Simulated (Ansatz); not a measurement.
Worked example: the enthalpy of formation of CHFO (formyl fluoride)

CHFO has 4 atoms, charge 0, and is taken as a singlet. SMILES: `O=CF`. The shape is that of a PBE0-D4/def2-TZVP optimisation.

| atom | x (Å) | y (Å) | z (Å) |
| --- | --- | --- | --- |
| O | -0.8893 | 0.2012 | 0.8277 |
| C | -0.0464 | 0.0675 | 0.0216 |
| F | 0.5852 | -1.0918 | -0.1818 |
| H | 0.3505 | 0.8231 | -0.6675 |

Total energies at HF/pcseg-0 (Ansatz 0.2.0); the atoms run unrestricted:

| species | state | energy (Eh) |
| --- | --- | --- |
| CHFO | singlet | -212.095156 |
| O | triplet | -74.583775 |
| C | triplet | -37.589482 |
| F | doublet | -99.084993 |
| H | doublet | -0.496354 |

Harmonic wavenumbers at PBE0-D4/def2-TZVP, in cm⁻¹: 677, 1044, 1110, 1371, 1921, 3095.

Measured heats of formation of the gaseous atoms at 298.15 K, in kJ/mol: O 249.2, C 716.9, F 79.4, H 218.0. Spin-orbit lowering of the atoms at 298 K (mean of the ground term's levels less their thermal mean, from spectra), in kJ/mol: O 0.40, C 0.02, F 1.29. Take 1 Eh = 2625.50 kJ/mol, 1 cm⁻¹ = 0.0119627 kJ/mol, RT = 2.479 kJ/mol.

**Question.** What heat of formation follows?

**Answer.** 
1. Electronic atomisation energy: (-74.583775) + (-37.589482) + (-99.084993) + (-0.496354) − (-212.095156) = 0.340552 Eh = 894.1 kJ/mol.
2. Zero-point energy: half the sum of the wavenumbers, 4609 cm⁻¹ = 55.1 kJ/mol.
3. Thermal vibrational enthalpy, Σ hcν̃/(exp(hcν̃/kT) − 1): 0.5 kJ/mol. Translation, rotation and pV of a non-linear molecule: 4 RT = 9.9 kJ/mol.
4. The 4 free atoms carry 5/2 RT each: 24.8 kJ/mol.
5. Spin-orbit coupling lowers the free atoms by 0.40 + 0.02 + 1.29 = 1.7 kJ/mol.
6. Atomisation enthalpy at 298 K: 894.1 − 1.7 − 55.1 − 0.5 − 9.9 + 24.8 = 851.7 kJ/mol.
7. Sum of the atoms' heats of formation: 1263.5 kJ/mol. Heat of formation: 1263.5 − 851.7 = +411.8 kJ/mol.

The tabulated value is -382.5 kJ/mol (Active Thermochemical Tables), so this level is off by +794.3 kJ/mol, or 48.3 % of the atomisation enthalpy that the table implies (1646.0 kJ/mol). Hartree–Fock leaves out correlation, which is larger in the molecule than in the atoms, so it underbinds and puts the heat of formation too high. A basis without polarisation functions underbinds badly. Anharmonicity and any spin-orbit splitting of the molecule are left out.
